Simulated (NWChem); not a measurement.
Everything below was run with NWChem. System: Li, charge 0, spin multiplicity 2. Its SCF solution wasn't tested for a lower state. Level: ROCCSD(T)/cc-pVTZ, no orbitals frozen.

Job file:

```
start mol
memory heap 100 mb stack 700 mb global 1900 mb
geometry units angstroms nocenter noautoz
  Li     0.000000     0.000000     0.000000
  symmetry group D2h
end
basis spherical
  * library cc-pvtz
end
scf
  rohf
  nopen 1
  maxiter 100
  thresh 1e-7
  semidirect memsize 60000000 filesize 0
  # guess.movecs holds the orbitals of an unrestricted PBE0 run
  vectors input guess.movecs output mol.movecs
end
tce
  ccsd(t)
  2eorb
  2emet 13
  thresh 1e-6
  maxiter 100
  tilesize 24
end
task tce energy
```

Part of the output:

```
             Northwest Computational Chemistry Package (NWChem) 7.3.0
             --------------------------------------------------------

                                NWChem Input Module
                                -------------------

 Scaling coordinates for geometry "geometry" by  1.889725989
 (inverse scale =  0.529177249)

                             Geometry "geometry" -> ""
                             -------------------------

 Output coordinates in angstroms (scale by  1.889725989 to convert to a.u.)

  No.       Tag          Charge          X              Y              Z
 ---- ---------------- ---------- -------------- -------------- --------------
    1 Li                   3.0000     0.00000000     0.00000000     0.00000000

 Effective nuclear repulsion energy (a.u.)       0.0000000000

            Nuclear Dipole moment (a.u.)
            ----------------------------
        X                 Y               Z
 ---------------- ---------------- ----------------
     0.0000000000     0.0000000000     0.0000000000

      Symmetry information
      --------------------

 Group name             D2h
 Group number             26
 Group order               8
 No. of unique centers     1

      Symmetry unique atoms

     1


 Summary of "ao basis" -> "" (spherical)
 ------------------------------------------------------------------------------
       Tag                 Description            Shells   Functions and Types
 ---------------- ------------------------------  ------  ---------------------
 *                          cc-pvtz                   on all atoms

 Summary of "ao basis" -> "ao basis" (spherical)
 ------------------------------------------------------------------------------
       Tag                 Description            Shells   Functions and Types
 ---------------- ------------------------------  ------  ---------------------
 Li                         cc-pvtz                 10       30   4s3p2d1f

                                 NWChem SCF Module
                                 -----------------

  ao basis        = "ao basis"
  functions       =    30
  atoms           =     1
  closed shells   =     1
  open shells     =     1
  charge          =   0.00
  wavefunction    = ROHF
  use symmetry    = T
  symmetry adapt  = T

 Summary of "ao basis" -> "ao basis" (spherical)
 ------------------------------------------------------------------------------
       Tag                 Description            Shells   Functions and Types
 ---------------- ------------------------------  ------  ---------------------
 Li                         cc-pvtz                 10       30   4s3p2d1f

      Symmetry analysis of basis
      --------------------------

        ag          8
        au          1
        b1g         2
        b1u         5
        b2g         2
        b2u         5
        b3g         2
        b3u         5

 Forming initial guess at       0.0s

      Symmetry analysis of molecular orbitals - initial
      -------------------------------------------------

  Numbering of irreducible representations:

     1 ag          2 au          3 b1g         4 b1u         5 b2g
     6 b2u         7 b3g         8 b3u

  Orbital symmetries:

     1 ag          2 ag          3 b1u         4 b2u         5 b3u
     6 b1u         7 b2u         8 b3u         9 ag         10 b1g
    11 ag         12 ag

 Starting SCF solution at       0.0s

 ----------------------------------------------
         Quadratically convergent ROHF
[...]
  ----- ------------  ---------------      ----- ------------  ---------------
    11      1.016853  1 Li px

 Vector    4  Occ=0.000000D+00  E= 3.284405D-02  Symmetry=b1u
              MO Center= -6.6D-40, -6.6D-40,  6.1D-24, r^2= 1.7D+01
   Bfn.  Coefficient  Atom+Function         Bfn.  Coefficient  Atom+Function
  ----- ------------  ---------------      ----- ------------  ---------------
    13      1.016853  1 Li pz

 Vector    5  Occ=0.000000D+00  E= 3.284405D-02  Symmetry=b2u
              MO Center=  9.7D-38,  1.4D-22, -2.1D-37, r^2= 1.7D+01
   Bfn.  Coefficient  Atom+Function         Bfn.  Coefficient  Atom+Function
  ----- ------------  ---------------      ----- ------------  ---------------
    12      1.016853  1 Li py

 center of mass
 --------------
 x =   0.00000000 y =   0.00000000 z =   0.00000000

 moments of inertia (a.u.)
 ------------------
           0.000000000000           0.000000000000           0.000000000000
           0.000000000000           0.000000000000           0.000000000000
           0.000000000000           0.000000000000           0.000000000000

  Mulliken analysis of the total density
  --------------------------------------

    Atom       Charge   Shell Charges
 -----------   ------   -------------------------------------------------------
    1 Li   3     3.00   2.00 -0.02  0.52  0.50  0.00  0.00  0.00  0.00  0.00  0.00

 Mulliken analysis of the open-shell density
 -------------------------------------------

    Atom       Charge   Shell Charges
 -----------   ------   -------------------------------------------------------
    1 Li   3     1.00   0.00 -0.02  0.51  0.50  0.00  0.00  0.00  0.00  0.00  0.00

       Multipole analysis of the density wrt the origin
       ------------------------------------------------

     L   x y z        total         open         nuclear
     -   - - -        -----         ----         -------
     0   0 0 0     -0.000000     -1.000000      3.000000

     1   1 0 0      0.000000      0.000000      0.000000
     1   0 1 0     -0.000000     -0.000000      0.000000
     1   0 0 1      0.000000      0.000000      0.000000

     2   2 0 0     -6.199487     -5.901648      0.000000
     2   1 1 0      0.000000      0.000000      0.000000
     2   1 0 1      0.000000      0.000000      0.000000
     2   0 2 0     -6.199487     -5.901648      0.000000
     2   0 1 1      0.000000      0.000000      0.000000
     2   0 0 2     -6.199487     -5.901648      0.000000

                   NWChem Extensible Many-Electron Theory Module
                   ---------------------------------------------


            General Information
            -------------------
      Number of processors :     1
         Wavefunction type : Restricted open-shell Hartree-Fock
          No. of electrons :     3
           Alpha electrons :     2
            Beta electrons :     1
           No. of orbitals :    60
            Alpha orbitals :    30
             Beta orbitals :    30
        Alpha frozen cores :     0
         Beta frozen cores :     0
     Alpha frozen virtuals :     0
      Beta frozen virtuals :     0
         Spin multiplicity : doublet
    Number of AO functions :    30
       Number of AO shells :    10
        Use of symmetry is : on
      Symmetry adaption is : on
         Schwarz screening : 0.10D-09

          Correlation Information
          -----------------------
          Calculation type : Coupled-cluster singles & doubles w/ perturbation
   Perturbative correction : (T)
            Max iterations :      100
        Residual threshold : 0.10D-05
     T(0) DIIS level shift : 0.00D+00
     L(0) DIIS level shift : 0.00D+00
     T(1) DIIS level shift : 0.00D+00
     L(1) DIIS level shift : 0.00D+00
     T(R) DIIS level shift : 0.00D+00
     T(I) DIIS level shift : 0.00D+00
   CC-T/L Amplitude update :  5-th order DIIS
                I/O scheme : Global Array Library
        L-threshold :  0.10D-05
        EOM-threshold :  0.10D-05
 no EOMCCSD initial starts read in
 TCE RESTART OPTIONS
 SLICE:      F
 D4D5:       F
 quantumc:   F
 qrotation:  F
 pwtce:      F
 qducc:      F
 nacto:                         0
 nrotv:                         0
 nrot:                          0

            Memory Information
            ------------------
          Available GA space size is     249035000 doubles
          Available MA space size is     104855556 doubles

 Maximum block size supplied by input
 Maximum block size        24 doubles

 tile_dim =      6

 -------------------------------------------------

 Global array virtual files algorithm will be used

 Parallel file system coherency ......... OK

 4-electron integrals stored in orbital form

 v2    file size   =            24673
 4-index algorithm nr.  13 is used
 imaxsize =       30
 imaxsize ichop =        0


CCSD iterations
 ---------------------------------------------------------
 Iter          Residuum       Correlation     Cpu    Wall
 ---------------------------------------------------------
    1   0.0527266936365  -0.0112417782699     0.0     0.0
    2   0.0088777376686  -0.0130029461462     0.0     0.0
    3   0.0016200940484  -0.0133024949484     0.0     0.0
    4   0.0003256563613  -0.0133573762435     0.0     0.0
    5   0.0000737159703  -0.0133680389634     0.0     0.0
    6   0.0000086519405  -0.0133708509924     0.0     0.0
    7   0.0000017592247  -0.0133708268272     0.0     0.0
    8   0.0000004914479  -0.0133708280105     0.0     0.0
 -----------------------------------------------------------------
 Iterations converged
 CCSD correlation energy / hartree =        -0.013370828010534
 CCSD total energy / hartree       =        -7.446049683862317

 Singles contributions

 Doubles contributions
 CCSD(T)
 Using plain CCSD(T) code
             total no. of tasks          307
 total no. of tasks / no. procs          307
                         wl_min            1           1.0
                         wl_max          216           2.4
        thresh for no. of tasks          307

 CCSD[T]  correction energy / hartree =        -0.000016323093416
 CCSD[T] correlation energy / hartree =        -0.013387151103950
 CCSD[T] total energy / hartree       =        -7.446066006955733
 CCSD(T)  correction energy / hartree =        -0.000016324886824
 CCSD(T) correlation energy / hartree =        -0.013387152897358
 CCSD(T) total energy / hartree       =        -7.446066008749141

 Task  times  cpu:        0.6s     wall:        0.6s

 Total times  cpu:        0.6s     wall:        0.6s
```
